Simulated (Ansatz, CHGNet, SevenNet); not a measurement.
# Ladder of methods for the equilibrium lattice constant a of pyrite PtSb2

Reference value: 6.44 Å (measured, temperature not stated, no zero-point or thermal correction; as tabulated in Saeed et al. (2013), arXiv:1402.4256).

```tsv
level (code)	value (Å)	difference (%)
CHGNet 0.3.0	6.558	+1.83
SevenNet-l3i5	6.551	+1.72
LDA (Ansatz)	6.422	-0.28
PBE (Ansatz)	6.553	+1.75
PBEsol (Ansatz)	6.463	+0.36
PBE-D3(BJ) (Ansatz)	6.473	+0.51
r²SCAN (Ansatz)	6.504	+0.99
r²SCAN+rVV10 (Ansatz)	6.478	+0.59
HSE06 (Ansatz)	6.465	+0.39
```

The reference's temperature isn't stated, so close values are not ranked against it. Off by more than 1.25 %, or 1.75 % on the side where a correction would as a rule narrow the miss (bounds picked here): CHGNet 0.3.0 (+1.83 %), PBE (+1.75 %), SevenNet-l3i5 (+1.72 %).

The measured value isn't corrected to a static lattice, so vibrations enter the comparison. A static lattice is as a rule a little smaller than the measured one. The crystal itself was run without spin with LDA, PBE, PBEsol, PBE-D3(BJ), r²SCAN, r²SCAN+rVV10, HSE06; a magnetic state was not tried in these runs. Density-functional levels without +SOC have no spin–orbit coupling. Cutoffs and k meshes differ between the levels. Ansatz's density-functional and Hartree–Fock values are scalar-relativistic unless marked +SOC, with PAW data made under PBE.

Machine-learned potentials (CHGNet 0.3.0, SevenNet-l3i5) are trained on DFT data: a solid inside that data is no test of them.

Differences are worked out from the printed values.

Ansatz is an electronic-structure program.
